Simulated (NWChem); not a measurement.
## Correlation energy of methanol (CH$_{4}$O)

```xyz
6

C      0.6125    -0.2314     0.0000
O     -0.6650     0.3583     0.0000
H      0.8066    -0.8558     0.8960
H      1.3548     0.5819     0.0000
H      0.8066    -0.8558    -0.8960
H     -1.3230    -0.3478     0.0000
```
Charge 0, spin multiplicity 1.

Everything below was run with NWChem. Structure: optimised with B3LYP/def2-SVP, a minimum by its harmonic frequencies.

Basis set: cc-pVDZ. Each correlation energy counts from its own Hartree-Fock reference.

The correlated methods keep 2 core orbitals frozen. No row is a measurement; the coupled-cluster row has its own basis-set and correlation limits.

Question: Order these methods by the correlation energy they give, lowest first: CR-CCSD[T], RI-MP2, CCSD(T), SCS-MP2, CCSD.

Answer: CCSD(T) (-371.8 mHa), CR-CCSD[T] (-370.7 mHa), CCSD (-364.0 mHa), RI-MP2 (-339.0 mHa), SCS-MP2 (-337.5 mHa)
